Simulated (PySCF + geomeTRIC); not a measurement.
A geometry relaxed with PBE0-D4/def2-TZVP (PySCF + geomeTRIC), charge 0, multiplicity 2:

```xyz
3

H     -0.8040    -0.2138     0.0000
N     -0.0004     0.4256     0.0000
H      0.8044    -0.2121     0.0000
```

**Question.** Write the SMILES of this molecule.

**Answer.** `[NH2]`
